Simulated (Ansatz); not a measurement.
# UHF/STO-3G run of BNH2Cl (SMILES N[B]Cl)

Aim: the vertical ionisation energy of BNH2Cl at UHF/STO-3G, from 2 runs. 

Program for the calculation: Ansatz 0.2.0.

76 further runs of the same task are left out: 76 set aside as unsound or not needed.

## (1) The molecule

BNH2Cl: 5 atoms, total charge 0, spin state doublet. SMILES: `N[B]Cl`. The shape is that of a PBE0-D4/def2-TZVP optimisation. This is one conformer, not always the lowest.

Bond lengths: N1–B2 1.376 Å, B2–Cl3 1.746 Å, N1–H4 1.005 Å, N1–H5 1.010 Å. Angles: N1–B2–Cl3 124.3°, B2–N1–H4 122.3°, B2–N1–H5 123.4°, H4–N1–H5 114.3°.

## (2) The energy at UHF/STO-3G

Input file in.yaml:

```yaml
crystal:
  periodic: [false, false, false]
  atoms:
    - symbol: "N"
      position_ang: [-0.334000, 0.412100, -0.256700]
    - symbol: B
      position_ang: [-0.098400, -0.544600, 0.704400]
    - symbol: Cl
      position_ang: [1.343200, -1.526200, 0.784600]
    - symbol: H
      position_ang: [-1.176700, 0.959900, -0.273100]
    - symbol: H
      position_ang: [0.315800, 0.625100, -1.000600]
basis:
  gaussian: {orbitals: STO-3G}
magnetization: {spin_polarized: true, initial_magnetization: 1}
hamiltonian: {xc: hf}
accuracy: high
```

Started as:

```bash
$ ansatz run in.yaml --threads 1 --pin off --max-ram 2610MiB --events-out events.jsonl --progress --plain --runs-dir runs
```

The program printed:

```text
Warning: RAYON_NUM_THREADS=1 ignored (pool sized by the plan → 1); use --threads N
Functional definition: HF
  name "HF"
  exchange = exact_x
  correlation = 0
372 factors; integrals over basis functions are off by at most 2.5e-8 eV
mean field evaluation 1: about -14525.6481 eV, gradient 1.1e1 eV
mean field evaluation 2: about -14525.7212 eV, gradient 1.1e1 eV
mean field evaluation 4: about -14527.1915 eV, gradient 1.7e0 eV
mean field evaluation 8: about -14527.2491 eV, gradient 1.4e-3 eV
mean field -14527.24811704 eV, -533.8665213786 hartree, gradient 9.1e-8 eV, S^2 0.758715; 0 other end points of the search recorded, 0 dependent functions left out
reference -14527.24811704 eV, -533.8665213786 hartree; 16, 15 occupied and 5, 6 virtual orbitals, 372 factors
Total energy: -14527.24811704 eV, -533.8665213786 hartree
```

It took 0.16 s on 1 thread of Arm Neoverse V1, shared host.

## (3) The singlet cation at the same level

Input file in.yaml:

```yaml
basis:
  gaussian:
    orbitals: STO-3G
crystal:
  periodic: [false, false, false]
  atoms:
    - {symbol: N, position_ang: [-0.334000, 0.412100, -0.256700]}
    - {symbol: B, position_ang: [-0.098400, -0.544600, 0.704400]}
    - {symbol: Cl, position_ang: [1.343200, -1.526200, 0.784600]}
    - {symbol: H, position_ang: [-1.176700, 0.959900, -0.273100]}
    - {symbol: H, position_ang: [0.315800, 0.625100, -1.000600]}
total_charge: 1
hamiltonian:
  xc: hf
accuracy: high
```

Started as:

```bash
$ ansatz run in.yaml --threads 1 --pin off --max-ram 2610MiB --events-out events.jsonl --progress --plain --runs-dir runs
```

The program printed:

```text
Warning: RAYON_NUM_THREADS=1 ignored (pool sized by the plan → 1); use --threads N
[... 4 set-up lines as earlier in the session ...]
371 factors; integrals over basis functions are off by at most 2.5e-8 eV
mean field evaluation 1: about -14517.2299 eV, gradient 2.8e1 eV
mean field evaluation 2: about -14517.2652 eV, gradient 2.8e1 eV
mean field evaluation 4: about -14520.4176 eV, gradient 1.6e0 eV
mean field evaluation 8: about -14520.4361 eV, gradient 5.6e-2 eV
mean field -14520.43614843 eV, -533.6161861497 hartree, gradient 2.2e-8 eV, S^2 0.000000; 0 other end points of the search recorded, 0 dependent functions left out
reference -14520.43614843 eV, -533.6161861497 hartree; 15, 15 occupied and 6, 6 virtual orbitals, 371 factors
Total energy: -14520.43614843 eV, -533.6161861497 hartree
```

Run time: 0.14 s. Hardware: 1 thread of Arm Neoverse V1, shared host.

## (4) Summary of results

Level: UHF/STO-3G.

```
                                          quantity          value
                      doublet BNH2Cl: total energy  -533.86652 Eh
                              doublet BNH2Cl: ⟨S²⟩          0.759
                      singlet cation: total energy  -533.61619 Eh
vertical ionisation energy (to the singlet cation)       6.812 eV
```

The vertical ionisation energy comes to 6.81 eV (157 kcal/mol). Only the singlet of the ionised species was computed; a triplet could lie lower. In a minimal basis such a difference can be off by several eV, whatever the method.
